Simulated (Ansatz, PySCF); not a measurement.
Species: C$_{3}$H$_{5}$O, charge 0, multiplicity 2. It need not be the lowest isomer of its formula. SMILES: O=C([CH2])C
Coordinates optimised at B3LYP-D3(BJ)/def2-TZVP (Ansatz, a first-principles code):
```xyz
9

O     -0.3046     0.1976     1.3189
C     -0.0324     0.0695     0.1240
C      0.0638     1.2218    -0.7254
C      0.2080    -1.2952    -0.4880
H      0.1077    -2.0611     0.2771
H     -0.1067     2.1992    -0.2960
H      0.3011     1.1392    -1.7780
H      1.2069    -1.3481    -0.9274
H     -0.5087    -1.4869    -1.2902
```
Charge 0, spin multiplicity 2.
Markedly spin-contaminated UHF reference, which strains HF, MP2 and, less, CCSD(T): [CH2]C(C)=O.

Property: enthalpy of formation at 298 K (from the atomisation energy, B3LYP-D3(BJ)/def2-TZVP harmonic zero-point and thermal terms from PySCF, and the atoms' enthalpies of formation in the G2/97 table; no spin-orbit terms, and no core term in the frozen-core levels), in kcal/mol. Correlated levels leave the core frozen unless marked. UHF or UKS for open shells. Spin-orbit coupling is left out. Non-relativistic. The coupled-cluster limit lacks core correlation, which all-electron functionals hold. CBS marks a two-point X^-3 extrapolation of the correlation energy; Hartree-Fock from the larger set. The bracket is a focal-point correction in the basis named.

```csv
level,program,enthalpy of formation at 298 K (kcal/mol)
PBE-D3(BJ)/def2-TZVPD,Ansatz + dftd3,-35.8
revPBE-D4/def2-TZVPD,Ansatz + dftd4,-13.0
```

### Question
Estimate the value at RI-MP2/CBS(cc-pVTZ,cc-pVQZ)+[CCSD(T)-MP2]/cc-pVTZ as computed with Ansatz.

### Answer
-5.4 kcal/mol
